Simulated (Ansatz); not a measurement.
# CH6AlN: a reaction path by the nudged elastic band

Aim: the minimum-energy path between two given structures and its highest point. Both ends were relaxed at PBE0-D4 in triple zeta. A second band with other settings follows.

The runs use Ansatz 0.2.0, Gaussian basis; PBE0-D4/def2-SVP.

16 further runs of the same task are left out: 16 set aside as unsound or not needed.

## Step 1: The starting structure

The first end: 9 atoms, charge 0, spin multiplicity 1.

Atoms are counted from 1 here; the program's logs count them from 0.

Bond lengths: Al1–C2 1.949 Å, Al1–N3 1.770 Å, Al1–H5 1.588 Å, C2–H6 1.093 Å, C2–H7 1.095 Å, C2–H8 1.095 Å, N3–H4 1.007 Å, N3–H9 1.007 Å. Angles: C2–Al1–N3 120.1°, C2–Al1–H5 123.6°, N3–Al1–H5 116.3°, Al1–C2–H6 112.7°, Al1–C2–H7 111.0°, Al1–C2–H8 111.0°, H6–C2–H7 107.7°, H6–C2–H8 107.7°, H7–C2–H8 106.4°, Al1–N3–H4 125.4°, Al1–N3–H9 124.5°, H4–N3–H9 110.1°.

Geometry (Å):

```
Al   -0.6216    0.0786   -0.3492
C     0.2891    0.7958    1.2179
N     0.1655   -1.1558   -1.3443
H     1.0793   -1.5451   -1.1777
H    -2.0685    0.5394   -0.8127
H     1.2709    0.3436    1.3797
H     0.4322    1.8776    1.1283
H    -0.3043    0.6365    2.1241
H    -0.2429   -1.5708   -2.1662
```

The second end:

```xyz
9
charge 0, multiplicity 1
Al   -1.1735   -0.2383   -1.1509
C     0.7222    0.5636    1.2373
N    -0.5140   -1.3707   -2.1102
H     0.9377   -0.1813    0.4649
H    -2.1366    0.8095   -0.5122
H     1.5770    0.6071    1.9124
H     0.5741    1.5463    0.7881
H    -0.1646    0.2787    1.8046
H     0.1776   -2.0150   -2.4339
```

## Step 2: The band at PBE0-D4/def2-SVP

Input file neb/in.yaml:

```yaml
crystal:
  periodic: [false, false, false]
  atoms:
    - {symbol: Al, position_ang: [-0.621589, 0.078644, -0.349224]}
    - {symbol: C, position_ang: [0.289119, 0.795831, 1.217947]}
    - {symbol: N, position_ang: [0.165545, -1.155817, -1.344347]}
    - {symbol: H, position_ang: [1.079349, -1.545098, -1.177655]}
    - {symbol: H, position_ang: [-2.068540, 0.539384, -0.812657]}
    - {symbol: H, position_ang: [1.270935, 0.343556, 1.379710]}
    - {symbol: H, position_ang: [0.432229, 1.877647, 1.128300]}
    - {symbol: H, position_ang: [-0.304290, 0.636457, 2.124123]}
    - {symbol: H, position_ang: [-0.242859, -1.570801, -2.166197]}
basis:
  gaussian: {orbitals: def2-SVP}
hamiltonian: {xc: pbe0, dispersion: d4}
neb:
  images: 5
  climbing: true
  max_iterations: 40
  initial_path: idpp
  final_atoms:
    - {symbol: Al, position_ang: [-1.173499, -0.238325, -1.150916]}
    - {symbol: C, position_ang: [0.722240, 0.563553, 1.237323]}
    - {symbol: N, position_ang: [-0.514026, -1.370688, -2.110216]}
    - {symbol: H, position_ang: [0.937711, -0.181317, 0.464891]}
    - {symbol: H, position_ang: [-2.136603, 0.809509, -0.512247]}
    - {symbol: H, position_ang: [1.576989, 0.607066, 1.912395]}
    - {symbol: H, position_ang: [0.574097, 1.546251, 0.788061]}
    - {symbol: H, position_ang: [-0.164567, 0.278714, 1.804635]}
    - {symbol: H, position_ang: [0.177559, -2.014965, -2.433928]}
```

The run is started by

```bash
> ansatz run in.yaml --threads 2 --pin off --events-out ev --progress --plain --max-ram 4352MiB
```

The log of the run (excerpt; [...] marks lines left out):

```text
Functional definition: PBE0
  name "PBE0"
  cite "Adamo & Barone, J. Chem. Phys. 110, 6158 (1999) doi:10.1063/1.478522"
  cite "Perdew, Burke & Ernzerhof, Phys. Rev. Lett. 77, 3865 (1996) doi:10.1103/PhysRevLett.77.3865"
  parent pbe
[...]
817 factors; integrals over basis functions are off by at most 3.9e-4 eV
[...]
mean field -9212.44034699 eV, -338.5509383354 hartree, gradient 2.8e-5 eV, S^2 0.000000; 0 other end points of the search recorded, 0 dependent functions left out
[...]
reference -9212.44037557 eV, -338.5509393859 hartree; 16, 16 occupied and 60, 60 virtual orbitals, 817 factors
[... from here to the last solve, the lines of the solves are left out (140 solves) ...]
WARN: NEB end point (image 0): max|allowed force component| = 2.914e-1 eV/Å (the criterion of neb.relax_end_points is 1.000e-2). That is over neb.f_tol: it is no minimum, so the barrier can be far off. Relax it first
WARN: NEB end point (image 6): max|allowed force component| = 2.773e-1 eV/Å (the criterion of neb.relax_end_points is 1.000e-2). That is over neb.f_tol: it is no minimum, so the barrier can be far off. Relax it first
NEB iter   1: max|band force component| = 4.216e0 eV/Å  barrier→ = 6.1686 eV  barrier← = 3.4034 eV  Δτ_max = 0.2000 Å  (174 SCF iters)
[...]
NEB iter   6: max|band force component| = 1.651e0 eV/Å  barrier→ = 3.1395 eV  barrier← = 0.3742 eV  Δτ_max = 0.0971 Å  (122 SCF iters)
[...]
NEB iter  11: max|band force component| = 3.959e-1 eV/Å  barrier→ = 3.0102 eV  barrier← = 0.2450 eV  CI = image 4  Δτ_max = 0.1962 Å  (130 SCF iters)
[...]
NEB iter  16: max|band force component| = 4.287e-1 eV/Å  barrier→ = 3.1843 eV  barrier← = 0.4190 eV  CI = image 4  Δτ_max = 0.1009 Å  (124 SCF iters)
[...]
NEB iter  20: max|band force component| = 5.862e-2 eV/Å  barrier→ = 3.1784 eV  barrier← = 0.4132 eV  CI = image 4  Δτ_max = 0.0242 Å  (97 SCF iters)
[...]
NEB iter  21: max|band force component| = 4.328e-2 eV/Å  barrier→ = 3.1784 eV  barrier← = 0.4132 eV  CI = image 4  CI's point: of a kind that is not told: the force calls were inconclusive, a negative curvature could not be distinguished from the path's own, the only one lies far off the [...]
Total energy: -9209.36390111 eV, -338.4378810348 hartree
Atom 0 at    -1.039615     0.164920    -0.553943 Å, force    -0.000343     0.000566     0.000237 eV/Å
Atom 1 at     0.619021     0.316426     0.856561 Å, force     0.000279    -0.000355    -0.000132 eV/Å
Atom 2 at    -0.162635    -1.006742    -1.398248 Å, force     0.000406    -0.000356    -0.000066 eV/Å
Atom 3 at     0.574418    -0.464822    -0.168839 Å, force    -0.000070    -0.000358     0.000110 eV/Å
Atom 4 at    -2.178971     1.170819    -0.113267 Å, force    -0.000026    -0.000109     0.000017 eV/Å
Atom 5 at     1.620852    -0.067822     1.105267 Å, force     0.000026     0.000261    -0.000147 eV/Å
Atom 6 at     0.737063     1.405295     0.724813 Å, force     0.000156     0.000292     0.000064 eV/Å
Atom 7 at    -0.009607     0.115246     1.740480 Å, force    -0.000361    -0.000005     0.000023 eV/Å
Atom 8 at    -0.160625    -1.633518    -2.192824 Å, force    -0.000067     0.000063    -0.000105 eV/Å
Dipole moment:     0.006479     0.217130     0.280759 e Å
```

It took 2.1 min on 2 threads of Arm Neoverse V2, shared host.

The last band:

| image | path (Å) | energy (eV) | C2–H4 (Å) | Al1–C2 (Å) | N3–H4 (Å) |
| --- | --- | --- | --- | --- | --- |
| 0 | 0.00 | 0.000 | 3.44 | 1.95 | 1.01 |
| 1 | 0.60 | 0.076 | 2.98 | 1.95 | 1.02 |
| 2 | 1.21 | 0.436 | 2.46 | 1.95 | 1.02 |
| 3 | 1.81 | 1.571 | 1.89 | 2.01 | 1.08 |
| 4 | 2.42 | 3.178 | 1.29 | 2.18 | 1.53 |
| 5 | 3.29 | 2.813 | 1.11 | 2.77 | 2.30 |
| 6 | 4.16 | 2.765 | 1.09 | 3.15 | 3.19 |

The highest image, 4:

```xyz
9
charge 0, multiplicity 1
Al   -1.03961    0.16492   -0.55394
C     0.61902    0.31643    0.85656
N    -0.16264   -1.00674   -1.39825
H     0.57442   -0.46482   -0.16884
H    -2.17897    1.17082   -0.11327
H     1.62085   -0.06782    1.10527
H     0.73706    1.40529    0.72481
H    -0.00961    0.11525    1.74048
H    -0.16062   -1.63352   -2.19282
```

## Step 3: The band at PBE0-D4/def2-SVPD, other settings

neb/in.yaml, as its differences from that of step 2:

```diff
@@ -13,8 +13,8 @@
 basis:
-  gaussian: {orbitals: def2-SVP}
+  gaussian: {orbitals: def2-SVPD}
 hamiltonian: {xc: pbe0, dispersion: d4}
 neb:
-  images: 5
+  images: 7
   climbing: true
-  max_iterations: 40
+  max_iterations: 25
   initial_path: idpp
```

The run is started by

```bash
> ansatz run in.yaml --threads 2 --pin off --events-out ev --progress --plain --max-ram 4352MiB
```

The log of the run (excerpt; [...] marks lines left out):

```text
[... 5 set-up lines as earlier in the session ...]
[...]
973 factors; their error is unknown
[...]
mean field -9212.78184087 eV, -338.5634880041 hartree, gradient 2.9e-5 eV, S^2 0.000000; 0 other end points of the search recorded, 0 dependent functions left out
[...]
reference -9212.78188162 eV, -338.5634895018 hartree; 16, 16 occupied and 96, 96 virtual orbitals, 973 factors
[... from here to the last solve, the lines of the solves are left out (158 solves) ...]
WARN: NEB end point (image 0): max|allowed force component| = 2.558e-1 eV/Å (the criterion of neb.relax_end_points is 1.000e-2). That is over neb.f_tol: it is no minimum, so the barrier can be far off. Relax it first
WARN: NEB end point (image 8): max|allowed force component| = 3.665e-1 eV/Å (the criterion of neb.relax_end_points is 1.000e-2). That is over neb.f_tol: it is no minimum, so the barrier can be far off. Relax it first
[...]
NEB iter  17: max|band force component| = 2.035e-2 eV/Å  barrier→ = 3.1688 eV  barrier← = 0.3911 eV  CI = image 5  CI's point: of a kind that is not told: the force calls were inconclusive, a negative curvature could not be distinguished from the path's own, the only one lies far off the [...]
Total energy: -9209.71506637 eV, -338.4507861201 hartree
Atom 0 at    -1.035764     0.160660    -0.554660 Å, force     0.000358     0.000742     0.000409 eV/Å
Atom 1 at     0.608066     0.326964     0.860320 Å, force    -0.001002     0.000825     0.000895 eV/Å
Atom 2 at    -0.137632    -1.014873    -1.390225 Å, force     0.000143    -0.000306    -0.000343 eV/Å
Atom 3 at     0.577960    -0.463946    -0.166646 Å, force    -0.000098    -0.000337    -0.000901 eV/Å
Atom 4 at    -2.194693     1.152400    -0.143919 Å, force    -0.000030    -0.000080    -0.000016 eV/Å
Atom 5 at     1.607152    -0.067389     1.099279 Å, force     0.000558    -0.000366     0.000237 eV/Å
Atom 6 at     0.738117     1.414506     0.733729 Å, force    -0.000432    -0.000288    -0.000238 eV/Å
Atom 7 at    -0.012339     0.126616     1.749617 Å, force     0.000490     0.000023    -0.000079 eV/Å
Atom 8 at    -0.150967    -1.635135    -2.187495 Å, force     0.000015    -0.000213     0.000036 eV/Å
Dipole moment:    -0.056790     0.304172     0.345471 e Å
```

Run time: 3.7 min. Hardware: 2 threads of Arm Neoverse V2, shared host.

The last band:

```csv
image,path (Å),energy (eV),C2–H4 (Å),Al1–C2 (Å),N3–H4 (Å)
0,0.00,0.000,3.44,1.95,1.01
1,0.49,0.039,3.09,1.95,1.01
2,0.98,0.230,2.69,1.95,1.01
3,1.46,0.720,2.25,1.96,1.02
4,1.95,1.964,1.78,2.04,1.12
5,2.44,3.169,1.30,2.18,1.52
6,3.07,2.864,1.12,2.57,2.02
7,3.71,2.776,1.10,3.02,2.52
8,4.34,2.778,1.09,3.15,3.19
```

The highest image, 5:

```xyz
9

Al   -1.0358    0.1607   -0.5547
C     0.6081    0.3270    0.8603
N    -0.1376   -1.0149   -1.3902
H     0.5780   -0.4639   -0.1666
H    -2.1947    1.1524   -0.1439
H     1.6072   -0.0674    1.0993
H     0.7381    1.4145    0.7337
H    -0.0123    0.1266    1.7496
H    -0.1510   -1.6351   -2.1875
```

## Step 4: What came out

| quantity | value |
| --- | --- |
| PBE0-D4/def2-SVP, 21 iterations | highest 3.178 eV (image 4), last end +2.765 eV |
| PBE0-D4/def2-SVPD, 17 iterations | highest 3.169 eV (image 5), last end +2.778 eV |
| from earlier runs: barrier over the separately found saddle, CCSD(T)/def2-TZVPP | 3.271 eV |

What this shows: The highest image lies 3.178 eV above the first end, and it climbed, so it estimates the saddle. The ends are not quite minima at this level (largest force component 0.29 eV/Å), so the heights are unreliable: relaxing the first end would lower it and raise the barrier above it. The highest image is 0.093 eV below the CCSD(T) barrier in triple zeta, which comes from separate runs on the saddle. The second band's highest image lies at 3.169 eV; the levels differ.
